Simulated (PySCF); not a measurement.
Propanamide, C₃H₇NO.
Bonds: C1–C2, C2–C3, C3–N4, C3–O5 (double). Hydrogens: H6, H7, H8 on C1; H9, H10 on C2; H11, H12 on N4.

All values: CAM-B3LYP/def2-SVPD (PySCF, non-relativistic), on one gas-phase PBE0-D3(BJ)/def2-SVP geometry that isn't relaxed in the solvent. The solvent is an IEF-PCM continuum (van der Waals radii × 1.2). Only the electrostatic response of the medium enters.

Gas phase at CAM-B3LYP/def2-SVPD: HOMO -8.90 eV, LUMO 1.13 eV, dipole 3.86 D.

Problem. What does the continuum do to the energy, the frontier levels and the dipole at CAM-B3LYP/def2-SVPD in chloroform and acetone?

Solution. 
```csv
solvent,ε,E(solvent) − E(gas) (kcal/mol),polarisation term (kcal/mol),distortion of the solute (kcal/mol),HOMO (eV),LUMO (eV),dipole (D)
chloroform,4.711,-6.57,-7.68,1.11,-9.07,1.40,4.85
acetone,20.49,-8.83,-10.91,2.08,-9.14,1.42,5.23
```

Polarisation term: ½ Σ q·V over the induced surface charges. Distortion: the rise of the solute's own energy as its density leaves the gas-phase optimum. The atom shares or the degeneracy of the LUMO differ from the gas phase in chloroform and acetone, so that column needn't follow one orbital. From chloroform to acetone the lowering changes by a factor 1.34, Onsager's factor (ε − 1)/(2ε + 1) by 1.30 and ε itself by 4.3.

Problem. Which radius a makes the point-dipole formula ΔE = −[(ε − 1)/(2ε + 1)]·μ²/a³ give the value in acetone, with the gas-phase dipole?

Solution. μ = 1.519 au and |ΔE| = 0.01407 Eh give a = 2.24 Å; the farthest nucleus lies 2.91 Å from the centroid of the nuclei, so such a sphere wouldn't even hold the nuclei. The formula assumes a rigid point dipole at the centre of a sphere.

Problem. How does the static polarisability (CAM-B3LYP/def2-SVPD, frozen core, with the continuum's full static response) change?

Solution. 
```
    medium  isotropic (au)  principal values (au)  ⟨r²⟩ of the electrons (bohr²)
       gas            49.7       39.3, 51.8, 58.0                          457.4
chloroform            60.1       48.0, 62.8, 69.4                          457.0
   acetone            64.3       52.2, 66.8, 74.0                          456.8
```

The isotropic value in acetone is 1.29 times the gas-phase one; no cavity-field correction is applied. ⟨r²⟩ is taken about the centre of nuclear charge.

Conformer computed: `[CH3:1][CH2:2][C:3]([NH2:4])=[O:5]`: C1–C2–C3–N4 -178°, H–N4–C3–C2 0°, H–N4–C3–C2 180°.
